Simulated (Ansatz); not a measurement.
**Mg₂+ (doublet): from Hartree-Fock to the top rungs at distance Mg1–Mg2 = 10.290 Å, cc-pVQZ**

One table from this session's results is given with a row withheld; the runs are named, their logs left out.

Program: Ansatz 0.2.0, Gaussian basis. Level of theory: cc-pVQZ, core rule «outside noble gas», up to 10 orbitals frozen. These are calculated values, not measurements.

The runs, in order: UHF; CCSD(T) on ROHF; CCSD(T) on UHF; CCSDT on ROHF; CCSDT on UHF.

37 further runs of the same task are left out: 32 that didn't finish, 5 set aside as unsound or not needed.

### The geometry

The geometry derives from a PBE0/def2-TZVP stationary point (not a proven minimum). One bond is set to the value named and the two fragments are kept rigid.

2 atoms, charge 1, spin multiplicity 2.

Atoms are counted from 1 here; the program's logs count them from 0.

No contacts short enough for the rule that draws bonds.

As a file:

```xyz
2

Mg    0.0000    0.0000    0.0000
Mg    0.0000    0.0000   10.2900
```

Set-up of the first run:

Input file in.yaml:

```yaml
crystal:
  periodic: [false, false, false]
  atoms:
    - {symbol: Mg, position_ang: [0.000000, 0.000000, 0.000000]}
    - {symbol: Mg, position_ang: [0.000000, 0.000000, 10.290000]}
basis:
  gaussian: {orbitals: cc-pVQZ}
total_charge: 1
magnetization: {spin_polarized: true, initial_magnetization: 1}
hamiltonian: {xc: hf}
output: {orbitals: {seedname: orbitals}}
```

On the command line:

```
$ ansatz run in.yaml --threads 1 --pin off --events-out ev --progress --plain --max-ram 2393MiB
```

Steps of the session up to this table: UHF; CCSD(T) on ROHF; CCSD(T) on UHF; CCSDT on ROHF; CCSDT on UHF.

One of the session's tables, all rows but one given; the rest of the session is left out.

```
  method  from RCCSD(T) (kJ/mol)
    ROHF                   +89.0
     UHF                   +88.8
    RMP2                       ?
    UMP2                   +25.0
   RCCSD                     0.0
   UCCSD                    -0.2
RCCSD(T)                       0
UCCSD(T)                    -0.2
  RCCSDT                     0.0
  UCCSDT                    -0.2
```

**Question.** Estimate the row for RMP2.

As computed: from RCCSD(T) (kJ/mol): +25.2. In the column «from RCCSD(T) (kJ/mol)» it lies between UMP2 (+25.0) and UHF (+88.8).

To keep in mind: Restricted and unrestricted rows rest on different reference determinants; where their highest levels disagree by more than a few hundredths of an eV, they describe different states and don't form one ladder.
